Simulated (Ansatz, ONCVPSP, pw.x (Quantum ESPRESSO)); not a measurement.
## pw.x on fcc Ta: one setting changed

Potential: optimised norm-conserving Vanderbilt (ONCV), ONCVPSP 4.0.1.1 (patched build), LDA (Perdew-Wang 92); core [Kr] 4d10 4f14, reference 5s2 5p6 5d3 6s2; waves: 5s+6s: rc 1.65 bohr, ncon 3, nbas 7, qcut 8.3 1/bohr, 2 projectors; 5p: rc 2.00 bohr, ncon 4, nbas 8, qcut 8.6 1/bohr, 2 projectors, debl 2.8 Ha; 5d: rc 2.60 bohr, ncon 4, nbas 8, qcut 6.1 1/bohr, 1 projector; local part: polynomial inside 1.65 bohr (lpopt 5, dvloc0 0 Ha); core correction: none.

The reference run (k-mesh 14³, cutoffs 65/260 Ry, Fermi–Dirac 0.01 Ry, mixing_beta 0.4, conv_thr 1e-9, no spin) gives -3.95 GPa at 17.836 Å³/atom, where all-electron LAPW gives -0.93 GPa. This run, with its own iteration cap, changes mixing_mode to TF.

```
&control
  calculation='scf', prefix='x', pseudo_dir='./', outdir='./tmp', tstress=.true., disk_io='none'
/
&system
  ibrav=0, nat=1, ntyp=1, ecutwfc=65, ecutrho=260, nbnd=14,
  occupations='smearing', smearing='fd', degauss=0.01
/
&electrons
  conv_thr=1e-09, mixing_beta=0.4, electron_maxstep=50, mixing_mode='TF'
/
ATOMIC_SPECIES
Ta 1.0 Ta.UPF
CELL_PARAMETERS angstrom
  0.00000000 2.07374725 2.07374725
  2.07374725 0.00000000 2.07374725
  2.07374725 2.07374725 0.00000000
ATOMIC_POSITIONS crystal
Ta 0.0000 0.0000 0.0000
K_POINTS automatic
14 14 14 0 0 0
```

```bash
pw.x < Ta.scf.in > Ta.scf.out
```

Question: How does the run end?

Answer: It converges in 7 iterations; the free energy moves by +0.0 meV/atom and the pressure by -0.01 GPa. The result is that of the reference run.

```
Message from routine setup:
     using ibrav=0 with symmetry is DISCOURAGED, use correct ibrav instead
     lattice parameter (alat)  =       5.5420  a.u.
     unit-cell volume          =     120.3633 (a.u.)^3
     number of electrons       =        13.00
     number of Kohn-Sham states=           14
     kinetic-energy cutoff     =      65.0000  Ry
     charge density cutoff     =     260.0000  Ry
     scf convergence threshold =      1.0E-09
     Exchange-correlation= SLA  PW   NOGX NOGC
     number of k points=   104  Fermi-Dirac smearing, width (Ry)=  0.0100
     iteration #  1     ecut=    65.00 Ry     beta= 0.40
     total energy              =    -117.13787403 Ry
     estimated scf accuracy    <       0.02471457 Ry
     iteration #  2     ecut=    65.00 Ry     beta= 0.40
     total energy              =    -117.13203273 Ry
     estimated scf accuracy    <       0.01148878 Ry
     iteration #  3     ecut=    65.00 Ry     beta= 0.40
     total energy              =    -117.13375006 Ry
     estimated scf accuracy    <       0.00005061 Ry
     iteration #  4     ecut=    65.00 Ry     beta= 0.40
     total energy              =    -117.13375219 Ry
     estimated scf accuracy    <       0.00002486 Ry
     iteration #  5     ecut=    65.00 Ry     beta= 0.40
     total energy              =    -117.13375729 Ry
     estimated scf accuracy    <       0.00000020 Ry
     iteration #  6     ecut=    65.00 Ry     beta= 0.40
     total energy              =    -117.13375729 Ry
     estimated scf accuracy    <       0.00000002 Ry
     iteration #  7     ecut=    65.00 Ry     beta= 0.40
     the Fermi energy is    18.6893 ev
!    total energy              =    -117.13375730 Ry
     estimated scf accuracy    <          6.9E-10 Ry
     smearing contrib. (-TS)   =      -0.00546660 Ry
     The total energy is F=E-TS. E is the sum of the following terms:
     one-electron contribution =     -19.32111790 Ry
     hartree contribution      =      14.55534776 Ry
     xc contribution           =     -13.50077048 Ry
     ewald contribution        =     -98.86175007 Ry
     convergence has been achieved in   7 iterations
          total   stress  (Ry/bohr**3)                   (kbar)     P=      -39.62
     Message from routine punch:
     Nothing written, as per user request (disk_io='none')
```

The run took about 14 s on one core of a shared host (Intel(R) Xeon(R) Platinum 8488C, 192 threads, 744 GiB, load 62).
